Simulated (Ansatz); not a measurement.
**Cl–BH–Cl, triplet: vertical spin and charge gaps**

Geometry (PBE0/def2-TZVP stationary point for this spin, not checked as a minimum):

```xyz
4

Cl    0.0000   -0.0888    1.6590
B     0.0000    0.4243    0.0000
Cl    0.0000   -0.0888   -1.6590
H     0.0000    1.6986    0.0000
```

Basis cc-pVDZ; Ansatz 0.2.0. Correlated methods freeze the noble-gas cores. Prefix R: restricted or restricted open-shell reference; prefix U: unrestricted. Active spaces: valence = (14e, 11o, short of the full valence) chosen from the atoms' valence shells.

Gaps are energies of the second state less the first, at fixed atoms, for a selection of the levels run; each method lands on the state that its own search finds for that charge and spin.

For open shells CISD is restricted-active-space CI with the open shells as a complete middle space.

Removing an electron, to the quartet: 11.463 eV at UCCSDT(Q).

| level | gap (eV) | error (meV) |
| --- | --- | --- |
| RHF | 10.919 | -544 |
| UHF | 10.774 | -689 |
| RMP2 | 11.714 | 251 |
| UMP2 | 11.763 | 300 |
| CISD | 11.332 | -131 |
| RCCSD | 11.447 | -16 |
| UCCSD | 11.443 | -20 |
| RCCSD(T) | 11.474 | 11 |
| UCCSD(T) | 11.473 | 10 |
| BCCD(T) | 11.469 | 6 |
| RCCSDT | 11.461 | -2 |
| UCCSDT | 11.460 | -3 |
| RCCSDT(Q) | 11.461 | -2 |
| CASSCF (valence space) | 10.894 | -569 |
| NEVPT2 (valence space) | 11.447 | -16 |
| MRCISD (valence space) | 11.342 | -121 |
| MRCISD+Q (valence space) | 11.412 | -51 |
| PBE0 | 11.865 | 402 |
| B3LYP | 11.821 | 358 |
| wB97M-V | 11.888 | 425 |
| B2PLYP | 11.727 | 264 |

Quintet less triplet: 8.194 eV at UCCSDT(Q).

```
                   level  gap (eV)  error (meV)
                     RHF     7.839         -355
                     UHF     7.714         -480
                RCCSD(T)     8.219           25
                  UCCSDT     8.194            0
               RCCSDT(Q)     8.192           -2
  CASSCF (valence space)     8.435          241
MRCISD+Q (valence space)     8.202            8
                  r2SCAN     8.211           17
                    PBE0     8.222           28
                   B3LYP     8.276           82
```

Removing an electron, to the doublet: 5.737 eV at UCCSDT(Q).

| level | gap (eV) | error (meV) |
| --- | --- | --- |
| RHF | 5.847 | 110 |
| UHF | 5.803 | 66 |
| RMP2 | 5.673 | -64 |
| UMP2 | 5.732 | -5 |
| CISD | 5.812 | 75 |
| RCCSD | 5.832 | 95 |
| UCCSD | 5.829 | 92 |
| RCCSD(T) | 5.747 | 10 |
| UCCSD(T) | 5.750 | 13 |
| BCCD(T) | 5.750 | 13 |
| RCCSDT | 5.743 | 6 |
| UCCSDT | 5.743 | 6 |
| RCCSDT(Q) | 5.740 | 3 |
| CASSCF (valence space) | 4.919 | -818 |
| NEVPT2 (valence space) | 5.607 | -130 |
| MRCISD (valence space) | 5.532 | -205 |
| MRCISD+Q (valence space) | 5.669 | -68 |
| PBE | 6.140 | 403 |
| r2SCAN | 6.329 | 592 |
| PBE0 | 6.285 | 548 |
| B3LYP | 6.171 | 434 |
| wB97M-V | 6.075 | 338 |
| B2PLYP | 5.960 | 223 |
| RPA-PBE | 5.809 | 72 |

Singlet less triplet: -4.996 eV at UCCSDT(Q).

```json
{"level": "RHF", "gap (eV)": "-5.133", "error (meV)": "-137"}
{"level": "UHF", "gap (eV)": "-4.964", "error (meV)": "32"}
{"level": "RMP2", "gap (eV)": "-5.126", "error (meV)": "-130"}
{"level": "UMP2", "gap (eV)": "-5.118", "error (meV)": "-122"}
{"level": "CISD", "gap (eV)": "-5.141", "error (meV)": "-145"}
{"level": "RCCSD", "gap (eV)": "-5.061", "error (meV)": "-65"}
{"level": "UCCSD", "gap (eV)": "-5.055", "error (meV)": "-59"}
{"level": "RCCSD(T)", "gap (eV)": "-5.014", "error (meV)": "-18"}
{"level": "UCCSD(T)", "gap (eV)": "-5.015", "error (meV)": "-19"}
{"level": "BCCD(T)", "gap (eV)": "-5.014", "error (meV)": "-18"}
{"level": "RCCSDT", "gap (eV)": "-5.004", "error (meV)": "-8"}
{"level": "UCCSDT", "gap (eV)": "-5.004", "error (meV)": "-8"}
{"level": "RCCSDT(Q)", "gap (eV)": "-5.000", "error (meV)": "-4"}
{"level": "CASSCF (valence space)", "gap (eV)": "-5.353", "error (meV)": "-357"}
{"level": "NEVPT2 (valence space)", "gap (eV)": "-5.014", "error (meV)": "-18"}
{"level": "MRCISD (valence space)", "gap (eV)": "-5.140", "error (meV)": "-144"}
{"level": "MRCISD+Q (valence space)", "gap (eV)": "-5.065", "error (meV)": "-69"}
{"level": "PBE", "gap (eV)": "-4.212", "error (meV)": "784"}
{"level": "r2SCAN", "gap (eV)": "-4.250", "error (meV)": "746"}
{"level": "PBE0", "gap (eV)": "-4.479", "error (meV)": "517"}
{"level": "B3LYP", "gap (eV)": "-4.525", "error (meV)": "471"}
{"level": "BHLYP", "gap (eV)": "-4.831", "error (meV)": "165"}
{"level": "wB97M-V", "gap (eV)": "-4.885", "error (meV)": "111"}
{"level": "B2PLYP", "gap (eV)": "-4.773", "error (meV)": "223"}
{"level": "RPA-PBE", "gap (eV)": "-4.717", "error (meV)": "279"}
```

In so small a basis the reference is far from its limit while semilocal and hybrid functionals are nearer theirs (RPA and double hybrids share much of the reference's basis error), so the functionals' errors here hold much of the reference's basis and frozen-core error, which can add to them or hide them.

Full CI isn't at hand for all of this; UCCSDT(Q) serves as the reference, and is uncertain by about the last step of the cluster series. The frozen core follows each run's orbitals, which can shift R against U totals by a few meV.
